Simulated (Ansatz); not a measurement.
# C3H5F3: up Jacob's ladder to CCSD(T)

One table from this session's results is given with a row withheld; the runs are named, their logs left out.

Method: functionals in def2-TZVPP, the program's frozen cores in correlated methods; program: Ansatz 0.2.0, Gaussian basis.

The runs, in order: LDA (SPW92), PBE-D4, revPBE-D4, BLYP-D4, r2SCAN-D4, B97M-V, PBE0-D4, B3LYP-D4, r2SCANh-D4, r2SCAN0-D4, HSE06-D4, BHLYP-D4, CAM-B3LYP-D4, LC-ωPBE, ωB97X-V, ωB97M-V, B2PLYP, PBE-QIDH; CCSD(T)/def2-SVP; CCSD(T)/def2-TZVPP; MP2/def2-QZVPP; extrapolation to the limit; RPA on PBE.

## The geometry

An earlier PBE0-D4 in a triple-zeta def2 set relaxation fixed the geometry.

SMILES `CC(F)(F)CF`, 11 atoms, charge 0, spin multiplicity 1.

Atoms are counted from 1 here; the program's logs count them from 0.

Bond lengths: C1–C2 1.500 Å, C1–H7 1.090 Å, C1–H8 1.090 Å, C1–H9 1.089 Å, C2–F3 1.362 Å, C2–F4 1.367 Å, C2–C5 1.516 Å, C5–F6 1.373 Å, C5–H10 1.093 Å, C5–H11 1.093 Å. Angles: C2–C1–H7 109.0°, C2–C1–H8 110.1°, C2–C1–H9 109.7°, H7–C1–H8 109.3°, H7–C1–H9 109.5°, H8–C1–H9 109.2°, C1–C2–F3 109.4°, C1–C2–F4 110.2°, C1–C2–C5 115.7°, F3–C2–F4 106.4°, F3–C2–C5 108.7°, F4–C2–C5 106.0°, C2–C5–F6 110.1°, C2–C5–H10 109.5°, C2–C5–H11 108.9°, F6–C5–H10 109.0°, F6–C5–H11 109.2°, H10–C5–H11 110.1°.

The first run:

File in.yaml:

```yaml
crystal:
  periodic: [false, false, false]
  atoms:
    - {symbol: C, position_ang: [-1.109897, -0.367800, -0.565829]}
    - {symbol: C, position_ang: [-0.042070, -0.279795, 0.483825]}
    - {symbol: F, position_ang: [-0.578929, 0.208362, 1.636588]}
    - {symbol: F, position_ang: [0.434014, -1.527030, 0.777681]}
    - {symbol: C, position_ang: [1.170708, 0.554718, 0.120486]}
    - {symbol: F, position_ang: [0.779902, 1.816037, -0.255106]}
    - {symbol: H, position_ang: [-1.927745, -0.981686, -0.188602]}
    - {symbol: H, position_ang: [-0.707122, -0.820381, -1.472291]}
    - {symbol: H, position_ang: [-1.480929, 0.630025, -0.797374]}
    - {symbol: H, position_ang: [1.701491, 0.083871, -0.710760]}
    - {symbol: H, position_ang: [1.825778, 0.626778, 0.991982]}
basis:
  gaussian: {orbitals: def2-TZVPP}
hamiltonian: {xc: lda}
output: {orbitals: {seedname: orbitals}}
```

Command:

```
$ ansatz run in.yaml --threads 4 --pin off --events-out ev --progress --plain --max-ram 10444MiB
```

Among the steps run: LDA; PBE-D4 (GGA); revPBE-D4 (GGA); BLYP-D4 (GGA); r2SCAN-D4 (meta-GGA); B97M-V (meta-GGA); B3LYP-D4 (hybrid); r2SCANh-D4 (hybrid); r2SCAN0-D4 (hybrid); HSE06-D4 (hybrid); BHLYP-D4 (hybrid); CAM-B3LYP-D4 (range-separated); LC-ωPBE (range-separated); ωB97X-V (range-separated); ωB97M-V (range-separated); B2PLYP (double hybrid); PBE-QIDH (double hybrid).

One table of the session follows, with a row left open; its other results are not shown here.

It belongs to the step «Orbital energies across the functionals». 

```
  functional  HOMO (eV)  LUMO (eV)  gap (eV)
 LDA (SPW92)      -7.95       0.08      8.03
      PBE-D4      -7.76       0.32      8.08
   revPBE-D4      -7.68       0.43      8.10
     BLYP-D4      -7.73       0.33      8.06
   r2SCAN-D4          ?          ?         ?
      B97M-V      -8.33       0.58      8.90
     PBE0-D4      -9.50       1.24     10.74
    B3LYP-D4      -9.30       0.87     10.17
  r2SCANh-D4      -8.79       1.28     10.07
  r2SCAN0-D4      -9.76       1.74     11.50
    HSE06-D4      -9.09       0.87      9.96
    BHLYP-D4     -11.22       1.84     13.06
CAM-B3LYP-D4     -11.05       2.00     13.05
     LC-ωPBE     -12.31       3.35     15.66
     ωB97X-V     -11.99       3.14     15.14
     ωB97M-V     -11.91       2.70     14.61
```

Q: Estimate the row for r2SCAN-D4 from the others.

Worked estimate for «HOMO (eV)». Against the share of exact exchange, r2SCANh-D4 (0.1, -8.79), r2SCAN0-D4 (0.25, -9.76) give a slope of -6.47 per unit share; at 0 the line stands at -8.14.

**Answer.** HOMO (eV): -8.14; LUMO (eV): 0.92; gap (eV): 9.06. In «HOMO (eV)» the line misses by 0.00.
